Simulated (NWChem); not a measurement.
Species: trimethylamine (C3H9N); SMILES CN(C)C

Program: NWChem. Pople sets run with spherical d functions. Each level has its own optimisation. Computed dipoles belong to the equilibrium geometry; the measured one is vibrationally averaged.

Measured dipole moment: 0.61 D (NIST CCCBDB, as tabulated in the package chemicals).

Which of these levels lies farthest from the measured value, and how do the others fare: Hartree-Fock/6-31+G*; Hartree-Fock/3-21G; Hartree-Fock/6-31G*; Hartree-Fock/STO-3G?

Hartree-Fock/STO-3G.
```
level                 dipole moment (D)  computed − measured
--------------------  -----------------  -------------------
Hartree-Fock/STO-3G                1.13                +0.52
Hartree-Fock/3-21G                 0.89                +0.28
Hartree-Fock/6-31G*                0.74                +0.13
Hartree-Fock/6-31+G*               0.75                +0.14
```
